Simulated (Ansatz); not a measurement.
Working through a relaxed scan of one distance of FH₃SSi, SMILES F[SiH2]S

With Ansatz 0.2.0, Python API.

Run as a notebook:

**Cell 1**
```python
import ansatz
from ase import Atoms
import numpy as np
```

**Cell 2**
```python
atoms = Atoms(['F', 'Si', 'S', 'H', 'H', 'H'], positions=[
    (-1.8389, 0.5531, -0.2664),
    (-0.3975, 0.0245, -0.3648),
    (0.5204, 0.2507, 1.5267),
    (-0.3489, -1.4014, -0.7252),
    (0.3816, 0.7797, -1.3944),
    (1.7253, -0.2705, 1.1778),
])
molecule = ansatz.Crystal.molecule_from_ase(atoms)
```

**Cell 3**
```python
calculation = (
    molecule.calculation()
    .basis(gaussian='def2-SVP')
    .functional('pbe')
)
symbols = [site.symbol for site in molecule.cartesian_sites]
pairs = [(0, 1), (1, 2), (1, 3), (1, 4), (2, 5)]
print('held (A)   E (eV)        ', '  '.join(f'{symbols[i]}{i}-{symbols[j]}{j}' for i, j in pairs))
for length in [1.25, 1.36, 1.47, 1.63, 1.83]:
    report = calculation.relax(constraints=[ansatz.DistanceConstraint((2, 5), at=length)], force_tolerance=0.02, max_steps=60).run().report
    xyz = np.array(report['positions_ang'])
    print(f'{length:6.2f} {report["free_energy_ev"]:14.5f}  ', '  '.join(f'{np.linalg.norm(xyz[i] - xyz[j]):.3f}' for i, j in pairs))
```
Output:
```text
held (A)   E (eV)         F0-Si1  Si1-S2  Si1-H3  Si1-H4  S2-H5
DeckWarning: relax.constraints: the input's atoms, or those drawn, lie off the distances that are held; a relaxation that starts there is brought onto them ahead of its first SCF, by positions alone, an atom by 5.42e-2 Å at the most. With the symmetry [...]
  1.25   -21461.10290   1.639  2.142  1.498  1.496  1.250
  1.36   -21461.16530   1.634  2.153  1.502  1.501  1.360
  1.47   -21461.05249   1.635  2.154  1.500  1.500  1.470
  1.63   -21460.60961   1.636  2.155  1.501  1.501  1.630
  1.83   -21459.88785   1.637  2.154  1.501  1.501  1.830
```

Notes:
- Total energies depend on the basis set; only differences at equal settings carry meaning.
- Warnings are shown shortened and without file and line.
- The energies are electronic: no zero-point or thermal terms, and the basis set is short of its limit.
- Hardware and time: 61 s on 1 thread of Arm Neoverse V1 (shared host), peak memory 0.2 GiB.

(Lines on the test bed's own set-up are left out of the output.)
